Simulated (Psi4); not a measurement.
# CH5BF− (SMILES C[BH2-]F): levels of theory compared

Wanted: a comparison of 3 runs (HF/STO-3G, B3LYP/6-31G*, CISD/6-311G*) of CH5BF−. 

Program for the calculation: Psi4 1.11.

## 1. Starting point

CH5BF− has 8 atoms, charge -1, and is taken as a singlet. SMILES: `C[BH2-]F`. Geometry: relaxed at GFN2-xTB.

Bond lengths: C1–B2 1.647 Å, B2–F3 1.455 Å, C1–H4 1.094 Å, C1–H5 1.093 Å, C1–H6 1.093 Å, B2–H7 1.227 Å, B2–H8 1.227 Å. Some angles: C1–B2–F3 109.2°, C1–B2–H7 111.1°, C1–B2–H8 111.2°, F3–B2–H7 107.4°, F3–B2–H8 107.4°, B2–C1–H4 111.1°, B2–C1–H5 112.1°, B2–C1–H6 112.0°, H7–B2–H8 110.6°, H4–C1–H5 107.2°.

## 2. A single-point energy at HF/STO-3G (run 1)

ch5bf.inp

```
memory 1600 MB

molecule {
  -1 1
  C     -0.631540     0.494350    -0.258780
  B      0.558430    -0.523170     0.253040
  F      1.822410     0.196230     0.281390
  H     -1.599680    -0.014200    -0.285860
  H     -0.440060     0.877130    -1.264440
  H     -0.740590     1.361010     0.397950
  H      0.338240    -0.921460     1.392730
  H      0.692770    -1.469900    -0.516030
  units angstrom
  symmetry c1
  no_reorient
  no_com
}

set basis STO-3G
set puream true
set e_convergence 1e-09
set d_convergence 1e-08
set scf_type pk

result = energy("scf")
```

Command:

```sh
$ psi4 ch5bf.inp ch5bf.out -n 1
```

ch5bf.out:

```text
[...]
  Running in c1 symmetry.
[...]
  Nuclear repulsion =   67.870113448199547
[...]
  Multiplicity = 1
[...]
  Nalpha       = 13
  Nbeta        = 13
[...]
    Number of basis functions: 20
[...]
   @RHF iter   1:  -162.60228388054080   -2.49957e+00   9.78513e-03 DIIS/ADIIS
[...]
   @RHF iter  10:  -162.64054712360974   -1.98952e-13   1.84785e-09 DIIS
[...]
    Orbital Energies [Eh]
    ---------------------
    Doubly Occupied:
       1A    -25.478200     2A    -10.733303     3A     -7.041883
       4A     -1.092971     5A     -0.646356     6A     -0.339526
       7A     -0.278608     8A     -0.274061     9A     -0.173272
      10A     -0.171385    11A     -0.127034    12A     -0.046775
      13A     -0.040221
[...]
  @RHF Final Energy:  -162.64054712360974
   => Energetics <=
    Nuclear Repulsion Energy =             67.8701134481995467
    One-Electron Energy =                -368.1341317144128880
    Two-Electron Energy =                 137.6234711426035915
    Total Energy =                       -162.6405471236097355
[...]
 Multipole Moments:
 ------------------------------------------------------------------------------------
     Multipole            Electronic (a.u.)      Nuclear  (a.u.)        Total (a.u.)
 ------------------------------------------------------------------------------------
 L = 1.  Multiply by 2.5417464519 to convert [e a0] to [Debye]
 Dipole X            :        -27.0447547           25.8047394           -1.2400153
 Dipole Y            :         -3.0580948            3.6828872            0.6247924
 Dipole Z            :         -4.1305531            3.7215888           -0.4089643
 Magnitude           :                                                    1.4474997
[...]
```

It took 0.82 s on 1 thread of AMD EPYC 9R45 (Zen 5), shared host; peak memory 0.18 GiB.

## 3. Energy and gradient at B3LYP/6-31G(d) (spherical functions) (run 2)

job.json

```json
{
 "schema_name": "qcschema_input",
 "schema_version": 1,
 "molecule": {
  "schema_name": "qcschema_molecule",
  "schema_version": 2,
  "symbols": ["C", "B", "F", "H", "H", "H", "H", "H"],
  "geometry": [-1.19343764, 0.93418611, -0.48902333, 1.05527976, -0.98864802, 0.4781763, 3.44385579, 0.37082096, 0.53175003, -3.02295709, -0.02683411, -0.54019711, -0.83159288, 1.65753548, -2.3894453, -1.39951227, 2.57193615, 0.75201651, 0.63918096, -1.74130703, 2.63187827, 1.30914557, -2.77770843, -0.97515537],
  "molecular_charge": -1,
  "molecular_multiplicity": 1,
  "fix_symmetry": "c1"
 },
 "driver": "gradient",
 "model": {
  "method": "b3lyp",
  "basis": "6-31G*"
 },
 "keywords": {
  "puream": true,
  "e_convergence": 1e-09,
  "d_convergence": 1e-08,
  "scf_type": "pk",
  "dft_radial_points": 99,
  "dft_spherical_points": 590,
  "scf_properties": ["WIBERG_LOWDIN_INDICES", "QUADRUPOLE", "DIPOLE"]
 }
}
```

Command:

```sh
$ psi4 --qcschema job.json -n 1 --memory 1600MB
```

stdout:

```text
[...]
  Running in c1 symmetry.
[...]
  Nuclear repulsion =   67.870113410925470
[...]
  Multiplicity = 1
[...]
  Nalpha       = 13
  Nbeta        = 13
[...]
    Number of basis functions: 52
[...]
   @RKS iter   1:  -165.55541103254404   -4.51740e-01   1.45486e-02 DIIS/ADIIS
[...]
   @RKS iter  10:  -165.86448126746777   -3.49587e-12   7.53627e-09 DIIS
[...]
  @RKS Final Energy:  -165.86448126746777
   => Energetics <=
    Nuclear Repulsion Energy =             67.8701134109254696
    One-Electron Energy =                -368.3133544529615619
    Two-Electron Energy =                 152.5038719698393379
    DFT Exchange-Correlation Energy =     -17.9251121952709873
    Empirical Dispersion Energy =           0.0000000000000000
    VV10 Nonlocal Energy =                  0.0000000000000000
    Total Energy =                       -165.8644812674677667
[...]
  -Total Gradient:
     Atom            X                  Y                   Z
    ------   -----------------  -----------------  -----------------
       1       -0.005932959741     0.010321364494    -0.003906790097
       2       -0.009691790448    -0.010574916557     0.001077274277
       3       -0.004143597224    -0.005000571923     0.000725125703
       4        0.007122221806     0.001487275990     0.000871638403
       5       -0.000477755678    -0.003116704093     0.006552056755
       6        0.001377375141    -0.006094021344    -0.003786571182
       7        0.006948734234     0.004804717084    -0.006721998511
       8        0.004786122553     0.008182407452     0.005184375834
[...]
```

The result, in JSON:

```text
{
 "driver": "gradient",
 "model": {
  "method": "b3lyp",
  "basis": "6-31G*"
 },
 "success": true,
 "return_result": [-0.005932959740825798, 0.010321364494175186, -0.003906790097109413, -0.009691790448073778, -0.010574916557271496, 0.0010772742772926316, -0.004143597224194356, -0.005000571923103381, 0.0007251257031551913, 0.007122221805827167, 0.0014872759898652138, 0.0008716384032428845, -0.00047775567802240196, -0.0031167040934108395, 0.006552056754522001, 0.0013773751413887064, -0.006094021344451139, -0.003786571181723916, 0.006948734233744725, 0.004804717083510324, -0.006721998511347194, 0.004786122552914341, 0.008182407451927429, 0.005184375833920549],
 "properties": {
  "calcinfo_nbasis": 52,
  "calcinfo_nmo": 52,
  "calcinfo_nalpha": 13,
  "calcinfo_nbeta": 13,
  "calcinfo_natom": 8,
  "nuclear_repulsion_energy": 67.87011341092547,
  "return_energy": -165.86448126746777,
  "return_gradient": [-0.005932959740825798, 0.010321364494175186, -0.003906790097109413, -0.009691790448073778, -0.010574916557271496, 0.0010772742772926316, -0.004143597224194356, -0.005000571923103381, 0.0007251257031551913, 0.007122221805827167, 0.0014872759898652138, 0.0008716384032428845, -0.00047775567802240196, -0.0031167040934108395, 0.006552056754522001, 0.0013773751413887064, -0.006094021344451139, -0.003786571181723916, 0.006948734233744725, 0.004804717083510324, -0.006721998511347194, 0.004786122552914341, 0.008182407451927429, 0.005184375833920549],
  "scf_one_electron_energy": -368.31335445296156,
  "scf_two_electron_energy": 152.50387196983934,
  "scf_xc_energy": -17.925112195270987,
  "scf_dipole_moment": [-0.03415869139496497, 0.7762058409931276, -0.22925754466911152],
  "scf_total_energy": -165.86448126746777,
  "scf_total_gradient": [-0.005932959740825798, 0.010321364494175186, -0.003906790097109413, -0.009691790448073778, -0.010574916557271496, 0.0010772742772926316, -0.004143597224194356, -0.005000571923103381, 0.0007251257031551913, 0.007122221805827167, 0.0014872759898652138, 0.0008716384032428845, -0.00047775567802240196, -0.0031167040934108395, 0.006552056754522001, 0.0013773751413887064, -0.006094021344451139, -0.003786571181723916, 0.006948734233744725, 0.004804717083510324, -0.006721998511347194, 0.004786122552914341, 0.008182407451927429, 0.005184375833920549],
  "scf_iterations": 10
 }
}
```

It took 6.6 s on 1 thread of AMD EPYC 9R45 (Zen 5), shared host; peak memory 0.87 GiB.

## 4. A single-point energy at CISD/6-311G(d) (run 3)

ch5bf.inp

```
memory 1.6 GB

molecule system {
  -1 1
  C
  B 1 r2
  F 2 r3 1 a3
  H 1 r4 2 a4 3 d4
  H 1 r5 4 a5 2 d5
  H 1 r6 5 a6 4 d6
  H 2 r7 3 a7 1 d7
  H 2 r8 7 a8 3 d8

  r2 = 1.64722
  r3 = 1.454643
  a3 = 109.16459
  r4 = 1.093916
  a4 = 111.09224
  d4 = -179.63912
  r5 = 1.092949
  a5 = 107.16299
  d5 = 122.72101
  r6 = 1.092834
  a6 = 107.01885
  d6 = -114.68847
  r7 = 1.227197
  a7 = 107.35654
  d7 = -120.48349
  r8 = 1.227116
  a8 = 110.5661
  d8 = 116.83699
  symmetry c1
}

set globals {
  basis       6-311G*
  scf_type    pk
  freeze_core true
}

e, wfn = energy('cisd', return_wfn=True)
```

Command:

```sh
$ psi4 -i ch5bf.inp -o ch5bf.out -n 1
```

ch5bf.out:

```text
[...]
  Running in c1 symmetry.
[...]
  Nuclear repulsion =   67.870112140012495
[...]
  Multiplicity = 1
[...]
  Nalpha       = 13
  Nbeta        = 13
[...]
    Number of basis functions: 69
[...]
   @RHF iter   1:  -164.83943109552075   -8.86720e-01   7.28443e-03 DIIS/ADIIS
[...]
   @RHF iter  11:  -164.97874550104967   -2.16005e-12   2.76296e-09 DIIS
[...]
  @RHF Final Energy:  -164.97874550104967
   => Energetics <=
    Nuclear Repulsion Energy =             67.8701121400124947
    One-Electron Energy =                -367.8283720718905556
    Two-Electron Energy =                 134.9795144308283739
    Total Energy =                       -164.9787455010496728
[...]
 Multipole Moments:
 ------------------------------------------------------------------------------------
     Multipole            Electronic (a.u.)      Nuclear  (a.u.)        Total (a.u.)
 ------------------------------------------------------------------------------------
 L = 1.  Multiply by 2.5417464519 to convert [e a0] to [Debye]
 Dipole X            :         -0.0023367            0.0014593           -0.0008774
 Dipole Y            :         -4.2826232            3.8058177           -0.4768055
 Dipole Z            :          3.8045053           -4.4434372           -0.6389319
 Magnitude           :                                                    0.7972315
[...]
      * SCS-MP2 total energy:                 -165.424339033366
[...]
      * MP2 total energy:                     -165.429212639778
[...]
      * CISD total energy:                    -165.408676133004
[...]
```

Wall time 3.3 s (1 thread of AMD EPYC 9R45 (Zen 5), shared host); peak memory 0.35 GiB.

## 5. The series

```
run                               level      task         integration grid  energy (Eh)  HOMO energy (eV)  LUMO energy (eV)  HOMO–LUMO gap (eV)  wall time
  1                           HF/STO-3G    energy                        –  -162.640547             -1.09             24.33               25.42     0.82 s
  2  B3LYP/6-31G* (spherical functions)  gradient  99 radial × 590 angular  -165.864481             -0.52              8.55                9.07      6.6 s
  3                        CISD/6-311G*    energy                        –  -165.408676             -4.93              9.28               14.21      3.3 s
```

## 6. Summary of results

| quantity | value |
| --- | --- |
| run 3: total energy | -165.40868 Eh |
| run 3: HOMO energy (Hartree–Fock orbitals) | -4.93 eV |
| run 3: LUMO energy (Hartree–Fock orbitals) | 9.28 eV |
| run 3: HOMO–LUMO gap (to an unbound level, set by the basis) | 14.21 eV |
| run 3: correlation energy (3 core orbitals frozen) | -429.9 mEh |

In words: In run 1 the basis is minimal, so the values are rough. All runs together took 11 s, the longest 6.6 s.
